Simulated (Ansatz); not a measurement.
**SiCO+ (doublet): wave-function methods side by side, cc-pVDZ**

Aim: climb from Hartree-Fock through coupled cluster and multireference methods for SiCO+ (doublet) at one geometry and basis, and see what each rung misses.

The runs use Ansatz 0.2.0, Gaussian basis; cc-pVDZ, core rule «outside noble gas», up to 7 orbitals frozen.

The runs, in order: UHF; CCSD(T) on ROHF; CCSD(T) on UHF; BCCD(T) on ROHF; CISD; CCSDT(Q) on ROHF; CCSDT(Q) on UHF; CASSCF and MRCISD+Q, 13 electrons in 12 orbitals; CASSCF and NEVPT2, 13 electrons in 12 orbitals.

4 further runs of the same task are left out: 4 set aside as unsound or not needed.

### Step 1. What is computed

The geometry is a PBE0/def2-TZVP stationary point (not a proven minimum) of the parent state, kept for this charge and spin.

3 atoms, charge 1, spin multiplicity 2.

Atoms are counted from 1 here; the program's logs count them from 0.

Bond lengths: C1–O2 1.168 Å, O2–Si3 1.859 Å. Angles: C1–O2–Si3 180.0°.

### Step 2. UHF

The input, in.yaml:

```yaml
crystal:
  periodic: [false, false, false]
  atoms:
    - {symbol: C, position_ang: [0.000000, 0.000000, -1.398000]}
    - {symbol: O, position_ang: [0.000000, 0.000000, -0.230400]}
    - {symbol: Si, position_ang: [0.000000, 0.000000, 1.628400]}
basis:
  gaussian: {orbitals: cc-pVDZ}
total_charge: 1
magnetization: {spin_polarized: true, initial_magnetization: 1}
hamiltonian: {xc: hf}
output: {orbitals: {seedname: orbitals}}
```

Run with:

```
ansatz run in.yaml --threads 1 --pin off --events-out ev --progress --plain --max-ram 4096MiB --backend cpu
```

Further steps of the session: CCSD(T) on ROHF; CCSD(T) on UHF; BCCD(T) on ROHF; CISD; CCSDT(Q) on ROHF; CCSDT(Q) on UHF; CASSCF and MRCISD+Q, 13 electrons in 12 orbitals; CASSCF and NEVPT2, 13 electrons in 12 orbitals.

Q: Predict the results of all the runs planned. Wanted: UCCSDT(Q) below the RHF energy; RMP2 from UCCSDT(Q); UMP2 from UCCSDT(Q); RCCSD from UCCSDT(Q); RCCSD(T) from UCCSDT(Q); UCCSD(T) from UCCSDT(Q); RCCSDT(Q) from UCCSDT(Q); NEVPT2 valence from UCCSDT(Q); MRCISD+Q valence from UCCSDT(Q).

As calculated:

```
                         quantity                      value
   UCCSDT(Q) below the RHF energy                -10.0802 eV
              RMP2 from UCCSDT(Q)                +1174.3 meV
              UMP2 from UCCSDT(Q)                +1180.8 meV
             RCCSD from UCCSDT(Q)                 +412.8 meV
          RCCSD(T) from UCCSDT(Q)                  +56.2 meV
          UCCSD(T) from UCCSDT(Q)                  +56.2 meV
         RCCSDT(Q) from UCCSDT(Q)                   +6.7 meV
    NEVPT2 valence from UCCSDT(Q)                +1459.1 meV
  MRCISD+Q valence from UCCSDT(Q)                 +151.8 meV
levels within 1 kcal/mol (43 meV)  RCCSDT, UCCSDT, RCCSDT(Q)
                    T1 diagnostic                      0.025
   effectively unpaired electrons                       1.06
```

What this shows: RCCSD(T) lands +56.2 meV from the yardstick (0.6 % of the correlation energy). One determinant dominates. Of the multireference levels listed MRCISD+Q valence comes nearest in total energy (+151.8 meV), which doesn't show that its space is the better one. These misses are within one basis, not against nature; the frozen cores of restricted and unrestricted runs differ, which can shift their rows.
